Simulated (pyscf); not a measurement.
Single points on ωB97X-D3(BJ)/def2-SVP structures (PySCF, gas phase).

### Question
For the elementary gas-phase step HCl + Cl–Si:–Cl [singlet] → Cl–SiH(Cl)–Cl (singlet surface; Cl–H broken, Cl–Si, H–Si formed), what barrier and reaction energy does ωB97M-D3(BJ)/def2-TZVP give, measured from the separated reactants?

### Answer
ΔE‡ = 0.75 eV, ΔE = -2.40 eV. CCSD(T)/def2-TZVPP + ΔMP2(QZVPP) gives 0.70 eV and -2.47 eV. Zero-point energy shifts the barrier by -0.01 eV. It is an insertion, with an imaginary mode of 1218i cm⁻¹. On the reactant side the descent ends in a complex, 0.17 eV under the separated species and 0.80 eV under the saddle at ωB97X-D3(BJ)/def2-TZVP. The same reactants have a lower exit, to Cl–Si:–Cl [singlet] + HCl (barrier +0.38 eV at ωB97M-D3(BJ), against +0.75 eV here). One saddle was located; it need not be the lowest between these sides. The CCSD(T) − MP2 part came from Ansatz, without density fitting, on the same reference.
